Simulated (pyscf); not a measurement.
PySCF, gas phase, ωB97X-D3(BJ)/def2-SVP geometries.

For the elementary gas-phase step H₃Si–Cl + H₃Si–Te–Al(Cl)–Cl → H₃Si–Te–SiH₃ + Cl–Al(Cl)–Cl (singlet surface; Cl–Si, Al–Te broken, Si–Te, Al–Cl formed), what barrier and reaction energy does r²SCAN/def2-TZVP give, measured from the separated reactants?

ΔE‡ = 0.18 eV, ΔE = -0.04 eV. ωB97M-D3(BJ)/def2-TZVP gives 0.22 eV and -0.02 eV. Zero-point energy shifts the barrier by +0.03 eV. It is a four-centre exchange, with an imaginary mode of 254i cm⁻¹. On the reactant side the descent ends in an adduct with a Al–Cl contact, 0.63 eV under the separated species and 0.49 eV under the saddle at ωB97X-D3(BJ)/def2-TZVP. On the product side the descent ends in an adduct with a Al–Te contact, 1.26 eV under the separated species and 1.10 eV under the saddle at ωB97X-D3(BJ)/def2-TZVP. What is counted as formed (Al–Cl) is already present as a longer contact in the reactant adduct; forming that adduct is a step of its own. What is counted as broken (Al–Te) persists as a longer contact in the product adduct; parting that adduct is a step of its own. At ωB97X-D3(BJ) the barrier from the zero used here is -0.15 eV. One saddle was located; it need not be the lowest between these sides. Elements past Kr carry the def2 core potentials, without spin-orbit coupling.
